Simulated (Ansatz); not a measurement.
Input for Ansatz (a program for electronic structure): R-CCSD(T)/cc-pVTZ on dimethylamine (SMILES CNC).

Ansatz 0.2 input:
```yaml
crystal:
  periodic: [false, false, false]
  atoms:
    - {symbol: C, position_ang: [1.18177237, -0.27817891, 0.09546909]}
    - {symbol: N, position_ang: [-0.03022051, -0.14289842, -0.69507638]}
    - {symbol: C, position_ang: [-1.20202118, 0.16266809, 0.10847705]}
    - {symbol: H, position_ang: [1.40067404, 0.59634599, 0.73071605]}
    - {symbol: H, position_ang: [1.09083400, -1.14630005, 0.75296607]}
    - {symbol: H, position_ang: [2.03520376, -0.44771494, -0.56222965]}
    - {symbol: H, position_ang: [0.09789069, 0.57068124, -1.40143811]}
    - {symbol: H, position_ang: [-2.06653321, 0.31083100, -0.53984618]}
    - {symbol: H, position_ang: [-1.42062326, -0.68183863, 0.76667789]}
    - {symbol: H, position_ang: [-1.08697672, 1.05640462, 0.74428417]}
basis:
  gaussian:
    orbitals: cc-pVTZ
magnetization: {spin_polarized: false}
correlation: {method: ccsd_t, electrons: outside_noble_gas}
scf: {lower_state_search: off}
```

The log:

```
WARN ansatz: RAYON_NUM_THREADS=1 ignored (pool sized by the plan → 1); use --threads N
Functional definition: HF
these checks for a lower state are left out or cut short: stability, starts, cluster_reference, orbital_swaps, neighbouring_geometries, increment
integrals: 0.69 GiB planned
1055 factors; integrals over basis functions are off by at most 8.9e-4 eV
mean field: 0.41 GiB planned
mean field evaluation 1: about -3651.9504 eV, gradient 3.0e1 eV
mean field evaluation 2: about -3651.9521 eV, gradient 3.0e1 eV
mean field evaluation 4: about -3654.2464 eV, gradient 3.6e0 eV
mean field evaluation 8: about -3654.2835 eV, gradient 1.7e-4 eV
mean field -3654.28354507 eV, -134.2924433188 hartree, gradient 2.1e-6 eV, S^2 0.000000; 0 other end points of the search recorded, 0 dependent functions left out
3 core orbitals not correlated
reference -3654.28354507 eV, -134.2924433188 hartree; 10, 10 occupied and 175, 175 virtual orbitals, 1055 factors
second order -15.69713059 eV of doubles, -0.00000000 eV of singles
coupled cluster: 2.04 GiB planned
cycle   1  -16.21277230 eV  change   -5.2e-1 eV  update   7.1e-2
cycle   2  -16.59312333 eV  change   -3.8e-1 eV  update   2.0e-2
cycle   3  -16.64539807 eV  change   -5.2e-2 eV  update   7.6e-3
cycle   4  -16.64375274 eV  change    1.6e-3 eV  update   1.7e-3
cycle   5  -16.64428440 eV  change   -5.3e-4 eV  update   6.6e-4
cycle   6  -16.64446894 eV  change   -1.8e-4 eV  update   1.8e-4
cycle   7  -16.64441552 eV  change    5.3e-5 eV  update   7.1e-5
cycle   8  -16.64441880 eV  change   -3.3e-6 eV  update   2.7e-5
cycle   9  -16.64441748 eV  change    1.3e-6 eV  update   8.3e-6
perturbative correction -0.60832962 eV, -0.0223557012 hartree
Total energy: -3671.53629217 eV, -134.9264700804 hartree
Checks for a lower state left out: stability, starts, cluster_reference, orbital_swaps, neighbouring_geometries, increment
```

The calculation finished and met its thresholds.

Cost: about 60 core-seconds (a rough figure).
